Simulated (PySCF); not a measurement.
Spin states of SiB

Unrestricted PBE0; PySCF, no relativity, basis sets Si def2-TZVPPD, B def2-TZVPPD. Outer shells of the fragments: Si 3s2 3p2; B 2s2 2p1.

Followed along the bond (rough minima from three points):

```
2Ms+1   unpaired  ⟨S²⟩ at the start  R at minimum (Å)  Te (eV)
    4  σ ↑, π ↑↑               3.75              1.91     0.00
    2  σ ↓, π ↑↑               1.78              1.92     0.32
    2  σ ↑, π ↑↓               1.77              1.92     0.37
    2        σ ↑               0.78              1.94     1.13
    2        π ↑               0.90  none in the scan   ≤ 1.10
```

Solutions found at the starting distance of 1.930 Å, counted from the lowest of them; the search is not exhaustive and high or unbound solutions are not listed, so other states can lie among these:

```csv
2Ms+1,unpaired,term,E (eV),⟨S²⟩,⟨Lz²⟩,μ (D)
4,"σ ↑, π ↑↑",⁴Σ⁻,0.00,3.75,0.00,-0.51
2,"σ ↓, π ↑↑",mixed,0.31,1.78,0.00,-0.60
2,"σ ↑, π ↑↓",mixed,0.37,1.77,2.02,-0.57
2,σ ↑,mixed,1.13,0.78,2.00,-0.53
2,π ↑,²Π,1.20,0.90,1.01,-0.41
2,π ↑,²Π,1.86,0.76,1.01,-2.72
4,"σ ↑↑, π ↑",⁴Π,2.69,3.83,1.02,-1.35
4,π ↑↑↑,⁴Π,2.96,3.91,1.01,0.28
```

A term symbol is given only where ⟨S²⟩ and ⟨Lz²⟩ are close to those of a pure state; real π, δ and φ orbitals otherwise mix terms. A positive dipole means Si(−)B(+).
